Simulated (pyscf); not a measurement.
H₂P–PH₂ + silane (SiH₄) → H₃Si–PH–PH₂ + hydrogen (H₂), a four-centre exchange (singlet surface; H–P, H–Si broken, P–Si, H–H formed). Single points on ωB97X-D3(BJ)/def2-SVP structures (PySCF, gas phase). Energies in kJ/mol from the separated reactants.

Small-basis levels: PySCF, no dispersion term, spherical d functions. AM1 to PM7: differences of heats of formation from MOPAC, which are fitted to 298 K values and so differ in kind from electronic energies by zero-point and thermal terms. Cost: rough CPU time at the saddle relative to B3LYP/6-31G*, from one job on a shared machine.

| level | barrier | reaction energy | cost |
|---|---|---|---|
| HF/3-21G | 436.8 | +10.4 | 0.06 |
| SVWN5/6-31G* | 224.2 | -11.4 | 0.9 |
| BP86/6-31G* | ___ | -0.6 | 1 |
| B3LYP/STO-3G | 521.1 | +18.8 | 0.6 |
| B3LYP/3-21G | 340.0 | +1.3 | 0.7 |
| B3LYP/6-31G* | ___ | +9.2 | 1 |
| M06-2X/6-31G* | 304.8 | -4.5 | 2 |
| PBE/def2-SVP | 247.0 | +1.2 | 2 |
| B3LYP/def2-SVP | 299.1 | +17.5 | 1 |
| AM1 | 250.4 | +4.5 | under 0.02 |
| PM6 | -64.2 | -617.9 | under 0.02 |
| PM7 | 565.5 | -76.5 | under 0.02 |
| ωB97M-D3(BJ)/def2-TZVP | ___ | -2.4 | – |

Question: Some entries are withheld; supply them.

Answer: 
- BP86/6-31G*, barrier: 280.3
- B3LYP/6-31G*, barrier: 320.6
- ωB97M-D3(BJ)/def2-TZVP, barrier: 279.1

Against the last row the barrier runs from -343.2 (PM6) to +286.4 kJ/mol (PM7). At PM6 this geometry lies under one side, so the entry may be no barrier of that level: it is a single point on another level's saddle. ωB97M-D3(BJ)/def2-TZVP has limits of its own. At the saddle there is also a short H–Si contact that neither side keeps. One saddle was located; it need not be the lowest between these sides.
